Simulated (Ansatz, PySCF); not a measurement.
System: disodium, Na$_{2}$, net charge 0, singlet state. SMILES: [Na][Na]
Geometry from a B3LYP-D3(BJ)/def2-TZVP (Ansatz, a program for electronic structure) optimisation:
```xyz
2

Na     0.0000     0.0000    -1.5272
Na     0.0000     0.0000     1.5272
```
Charge 0, spin multiplicity 1.

Property: atomisation energy (electronic, to ground-state atoms), in kcal/mol. Valence correlation only, unless marked. Open shells are spin-unrestricted. Spin-orbit coupling is left out. No relativistic terms. The coupled-cluster limit lacks core correlation, which all-electron functionals hold. CBS marks a two-point X^-3 extrapolation of the correlation energy; Hartree-Fock from the larger set.

The Hartree-Fock reference is unstable (checked in the largest basis), which strains HF and MP2. 

```tsv
level	program	atomisation energy (kcal/mol)
PBE/def2-TZVPD	PySCF	17.8
BP86-D4/def2-TZVPD	PySCF + dftd4	16.9
r2SCAN/def2-TZVPD	Ansatz	13.7
LC-wPBE/def2-TZVPD	Ansatz	[?]
CCSD(T)/CBS(def2-TZVPPD,def2-QZVPPD)	Ansatz	[?]
```

Question: Some entries are withheld; supply them.

Answer: 
- LC-wPBE/def2-TZVPD, atomisation energy (kcal/mol): 13.0
- CCSD(T)/CBS(def2-TZVPPD,def2-QZVPPD), atomisation energy (kcal/mol): 16.8
